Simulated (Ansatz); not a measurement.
The same path of FH3OSi (6 atoms, charge 0, multiplicity 1) was run twice with different band settings. Lost on the way: Si1–H2, Si1–F3. Made: H2–F3.

The calculation used RKS r2SCANh-D4/def2-SVP in Ansatz.

Relaxed end points:

```xyz
6
Properties=species:S:1:pos:R:3
Si 0.116 0.036 0.219
H 0.164 0.124 1.700
F 1.637 -0.255 -0.258
H -0.350 1.279 -0.426
O -0.886 -1.161 -0.297
H -0.787 -2.039 0.081
```

```xyz
6
Properties=species:S:1:pos:R:3
Si -0.791 0.099 0.311
H 1.538 0.118 1.614
F 1.611 0.063 0.690
H -0.444 1.049 -0.831
O -0.881 -1.283 -0.635
H -1.139 -2.062 -0.130
```

Common settings: movable images 7; climbing image yes; spring 5.0 eV/Å²; optimiser quadratic models (default); force threshold 0.05 eV/Å; iteration limit 60; end points relaxed.

| run | start path |
| --- | --- |
| 1 | through a guess of the saddle point |
| 2 | straight line |

**Question.** What does each run give, and how far can it be trusted?

**Answer.** Run 1: converged after 8 iterations, highest image 3.659 eV above the first end. Neighbouring images differ by up to 1.4 eV, so the band resolves the path poorly. A vibrational analysis at the climbing image gives one clearly imaginary mode, 1071i cm⁻¹: a first-order saddle point.
Run 2: converged after 11 iterations, highest image 3.659 eV above the first end. Neighbouring images differ by up to 1.4 eV, so the band resolves the path poorly. Another band between the same ends (7 images) ends at a top of the same energy, where a vibrational analysis finds 1 clearly imaginary mode.
The orbitals stay closed-shell, which can raise the energy where a bond breaks towards radicals; this wasn't checked here.
